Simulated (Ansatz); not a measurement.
hcp Tc: elastic constant C12 by level of theory

No measured value is used here.

| level (code) | value (GPa) | cell (Å³/atom) |
|---|---|---|
| LDA (Ansatz) | (withheld) | 13.77 |
| PBE (Ansatz) | 219 | 14.44 |
| PBEsol (Ansatz) | 240 | 14.00 |
| r²SCAN (Ansatz) | 242 | 14.20 |

Question: Fill in the missing entries.

Answer: 
- LDA (Ansatz, a program for electronic structure), value (GPa): 252

Each level is taken at its own relaxed cell. Cutoffs differ between the levels. Ansatz's density-functional and Hartree–Fock values are scalar-relativistic unless marked +SOC, with PAW data made under PBE.
